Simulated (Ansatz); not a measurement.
Scan of the Si2–H6 bond length

CH4Si (SMILES C=[SiH2]), closed shell, at its PBE0-D4/def2-TZVP minimum:

C1  (-0.713, -0.528, -0.255)
Si2  (0.599, 0.443, 0.215)
H3  (-1.385, -0.978, 0.466)
H4  (-0.932, -0.737, -1.296)
H5  (0.909, 0.735, 1.630)
H6  (1.521, 1.064, -0.760)
(Å)

The bond length Si2–H6 (1.478 Å at the minimum) is set to the values below, the two halves moving rigidly along the bond. Each method's energies count from its own value at the PBE0-D4 minimum structure. Ansatz 0.2.0; basis: def2-TZVPP; cores frozen in the correlated methods. B3LYP uses VWN-RPA correlation.

```json
{"bond length (Å)": "1.301", "CCSD(T) (kJ/mol)": "35.1", "PBE0-D4 (kJ/mol)": "36.6", "wB97M-V (kJ/mol)": "33.4"}
{"bond length (Å)": "1.352", "CCSD(T) (kJ/mol)": "16.0", "PBE0-D4 (kJ/mol)": "17.1", "wB97M-V (kJ/mol)": "14.9"}
{"bond length (Å)": "1.428", "CCSD(T) (kJ/mol)": "1.9", "PBE0-D4 (kJ/mol)": "2.4", "wB97M-V (kJ/mol)": "1.5"}
{"bond length (Å)": "1.516", "CCSD(T) (kJ/mol)": "1.6", "PBE0-D4 (kJ/mol)": "1.2", "wB97M-V (kJ/mol)": "1.8"}
{"bond length (Å)": "1.613", "CCSD(T) (kJ/mol)": "14.6", "PBE0-D4 (kJ/mol)": "13.5", "wB97M-V (kJ/mol)": "15.6"}
{"bond length (Å)": "1.718", "CCSD(T) (kJ/mol)": "38.8", "PBE0-D4 (kJ/mol)": "37.0", "wB97M-V (kJ/mol)": "40.6"}
{"bond length (Å)": "1.830", "CCSD(T) (kJ/mol)": "71.2", "PBE0-D4 (kJ/mol)": "68.6", "wB97M-V (kJ/mol)": "74.1"}
{"bond length (Å)": "1.947", "CCSD(T) (kJ/mol)": "108.5", "PBE0-D4 (kJ/mol)": "106.0", "wB97M-V (kJ/mol)": "113.0"}
{"bond length (Å)": "2.069", "CCSD(T) (kJ/mol)": "148.0", "PBE0-D4 (kJ/mol)": "146.8", "wB97M-V (kJ/mol)": "154.9"}
```

Minimum and curvature along this coordinate at CCSD(T): A fifth-order fit through the nearest points gives 1.473 Å, with a curvature of about 19 eV/Å².

**Question.** Treat the two halves as rigid bodies and work out the harmonic wavenumber of this stretch from that curvature (ν̃ = 521.5 √(k/μ) cm⁻¹ with k in eV/Å² and μ in u).

**Answer.** The halves weigh 43.12 and 1.01 u, so μ = 43.12 × 1.01/44.13 = 0.987 u and ν̃ = 521.5 √(19/0.987) ≈ 2300 cm⁻¹. A true normal mode mixes in other motions, so this is a guide only.

Largest difference from the CCSD(T) curve over the scan: PBE-D4 14.7; r2SCAN-D4 3.3; B3LYP-D4 2.5; HF 21.6 kJ/mol. Each curve counts from its own value at the minimum.

T1 diagnostic: at most 0.017. The restricted Hartree–Fock reference is unstable towards an unrestricted one here.

For scale, one of the runs: CCSD(T)/def2-TZVPP, 129 basis functions (an equivalent command: `ansatz run in.yaml --threads 2`). Hardware: 2 CPU threads, shared host. Wall time about 4.7 s.
